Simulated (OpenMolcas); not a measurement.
# [NO2]+ (SMILES O=[N+]=O): SOGGA11/cc-pVTZ

Aim: the vertical ionisation energy of [NO2]+ at SOGGA11/cc-pVTZ, from 2 runs. 

The results are computed with OpenMolcas 26.06.

### Step 1. The molecule

[NO2]+: 3 atoms, total charge +1, spin state singlet. As SMILES, `O=[N+]=O`. Geometry: relaxed at PBE0-D4/def2-TZVP.

Bond lengths: O1–N2 1.110 Å, N2–O3 1.110 Å. Angles: O1–N2–O3 180.0°.

### Step 2. A single-point energy at SOGGA11/cc-pVTZ

Input file geom.xyz:

```xyz
3

O     -0.572980     0.927020    -0.209580
N     -0.000010    -0.000010     0.000000
O      0.572990    -0.927010     0.209580
```

Input file job.input:

```
&GATEWAY
BasLib=$CurrDir
Coord=geom.xyz
Basis=cc-pVTZ
Group=NoSym
&SEWARD
GridInput
Grid=UltraFine
End of Grid
&SCF
Charge=1
KSDFT=2
1.0 GGA_X_SOGGA11
1.0 GGA_C_SOGGA11
PrOrbitals=1 1
```

The basis set cc-pVTZ is read from a file made from the Basis Set Exchange's data (not shown).

Command:

```sh
$ export MOLCAS_MEM=1860
$ pymolcas job.input > job.log
```

The log of the run:

```text
--- Start Module: gateway ---
[...]
--- Stop Module: gateway /rc=_RC_ALL_IS_WELL_ ---
--- Start Module: seward ---
[...]
      Basis functions           90
--- Stop Module: seward /rc=_RC_ALL_IS_WELL_ ---
[...]
--- Start Module: scf ---
[...]
       Convergence after  17 Iterations
[...]
::    Total KS-DFT energy                            -204.8130560447
[...]
      Total spin, S                                     0.0000000000
[...]
      Total electronic charge=   22.000000
      Total            charge=    1.000000
[...]
      Dipole Moment (debye):
      Origin of the operator (angstrom)=    0.0000    0.0000   -0.0000
                   X= -8.1344E-06               Y= -4.4009E-05               Z=  5.0124E-06           Total=  4.5035E-05
      Center of Charge (angstrom)
[...]
--- Stop Module: scf /rc=_RC_ALL_IS_WELL_ ---
[...]
```

Run time: 16 s. Hardware: 1 thread of Arm Neoverse V2, shared host; peak memory 0.49 GiB.

### Step 3. Doublet [NO2]2+ at the same level

geom.xyz is that of step 2.

Input file job.input:

```
* NO2 Kohn-Sham DFT
>>> EXPORT MOLCAS_PRINT=2

&GATEWAY
  BASLIB = $CurrDir
  COORD = geom.xyz
  BASIS = cc-pVTZ
  GROUP = NoSym

&SEWARD
  GRIDINPUT
  Grid=UltraFine
  End of Grid

&SCF
  UHF
  CHARGE = 2
  SPIN = 2
  KSDFT = 2
  1.0 GGA_X_SOGGA11
  1.0 GGA_C_SOGGA11
  PRORBITALS = 1 1
```

The basis set cc-pVTZ is read from a file made from the Basis Set Exchange's data (not shown).

Command:

```sh
$ export MOLCAS_MEM=1860
$ pymolcas job.input > job.log
```

The log of the run:

```text
--- Start Module: gateway ---
[...]
--- Stop Module: gateway /rc=_RC_ALL_IS_WELL_ ---
--- Start Module: seward ---
[...]
      Basis functions           90
--- Stop Module: seward /rc=_RC_ALL_IS_WELL_ ---
[...]
--- Start Module: scf ---
[...]
       Convergence after  25 Iterations
[...]
::    Total KS-DFT energy                            -203.8870381524
[...]
      Total spin, S                                     0.5060540495
[...]
      Total electronic charge=   21.000000
      Total            charge=    2.000000
[...]
      Dipole Moment (debye):
      Origin of the operator (angstrom)=    0.0000    0.0000   -0.0000
                   X= -3.2096E-05               Y= -2.0114E-05               Z= -1.6972E-06           Total=  3.7915E-05
      Center of Charge (angstrom)
[...]
--- Stop Module: scf /rc=_RC_ALL_IS_WELL_ ---
[...]
```

Wall time 35 s (1 thread of Arm Neoverse V2, shared host); peak memory 0.49 GiB.

### Step 4. Outcome

At SOGGA11/cc-pVTZ:

| quantity | value |
| --- | --- |
| singlet [NO2]+: total energy | -204.81306 Eh |
| singlet [NO2]+: HOMO energy | -20.03 eV |
| singlet [NO2]+: LUMO energy | -12.51 eV |
| singlet [NO2]+: HOMO–LUMO gap | 7.52 eV |
| doublet [NO2]2+: total energy | -203.88704 Eh |
| doublet [NO2]2+: HOMO energy (highest over α and β) | -30.65 eV |
| doublet [NO2]2+: LUMO energy (lowest over α and β) | -30.15 eV |
| doublet [NO2]2+: ⟨S²⟩ | 0.762 |
| vertical ionisation energy (to the doublet dication) | 25.198 eV |

In words: The vertical ionisation energy comes to 25.20 eV (581 kcal/mol). The negative HOMO energy of the first species, 20.03 eV, lies 5.17 eV below that difference.
